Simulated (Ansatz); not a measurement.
**How far each method lies from RCCSDTQ for CH$_{4}$S, singlet**

Geometry: MP2(full)/6-31G*, from the G2/97 set.

```xyz
6

C    -0.0261    1.2273    0.0000
S    -0.0261   -0.5871    0.0000
H     1.3049   -0.7455    0.0000
H    -1.0708    1.5392    0.0000
H     0.4541    1.6290    0.8923
H     0.4541    1.6290   -0.8923
```

Basis 6-31G* (Cartesian d functions); Ansatz 0.2.0. Correlated methods freeze the noble-gas cores, which leaves 14 electrons in 36 orbitals. Prefix R: restricted or restricted open-shell reference. Active spaces: valence = (14e, 12o) chosen from the atoms' valence shells.

Full CI isn't at hand for all of this; RCCSDTQ serves as the reference, and is uncertain by about the last step of the cluster series.

```
UHF ⟨S²⟩                          : 0.000
T1 diagnostic (RCCSD)             : 0.0078
largest doubles amplitude (RCCSD) : 0.044
```

```csv
level,E − E(RCCSDTQ) (meV),share of correlation (%),wall time
RHF,8006,0.00,–
RMP2,1130,85.88,–
CISD,869,89.14,0.94 s
RCCSD,226,97.17,–
RCCSD(T),28,99.65,0.52 s
BCCD(T),27,99.66,0.61 s
RCCSDT,9,99.89,–
RCCSDT(Q),0,100.00,6 s
CASSCF (valence space),5132,35.89,–
NEVPT2 (valence space),1159,85.53,5.5 s (H100)
NEVPT4(SD) (valence space),138,98.27,8.5 s (H100)
MRCISD (valence space),369,95.39,–
MRCISD+Q (valence space),41,99.48,9.5 s (H100)
```

The correlation energy at RCCSDTQ, counted from RHF, is -8.006 eV. That run took 8.5 s on 5 threads of AMD EPYC 7R13 with a whole H100 80 GB, shared host.

Times hold each run's SCF and search for its determinant on a shared host, so for small cases they say little of a method's own cost; rows without a card ran on 1 thread of AMD EPYC 7R13.

Natural occupations of CASSCF (valence space) about the gap: 1.983 1.979 1.977 1.976 1.971 0.030 0.025 0.021 0.021 0.019; effectively unpaired electrons, Σ n²(2−n)², 0.02.

Atomization energy (electronic, same basis, no zero-point term; atoms at the same level, unrestricted beside the R rows where the molecule is a closed shell, with restricted open-shell steps beyond CCSDT(Q)) at RCCSDTQ: 1773.9 kJ/mol. Errors of other levels:

| level | error (kJ/mol) |
| --- | --- |
| RHF | -329.2 |
| RMP2 | -5.9 |
| CISD | -70.0 |
| RCCSD | -14.2 |
| RCCSD(T) | -1.0 |
| BCCD(T) | -0.7 |
| RCCSDT | -0.7 |
| RCCSDT(Q) | 0.0 |
| CASSCF (valence space) | -81.9 |
| NEVPT2 (valence space) | -15.6 |
| NEVPT4(SD) (valence space) | -7.2 |
| MRCISD (valence space) | -23.4 |
| MRCISD+Q (valence space) | -7.0 |

This basis is far from its limit, so the value isn't to be set against a measured one. Truncated CI isn't size-consistent, which counts against it in atomization.
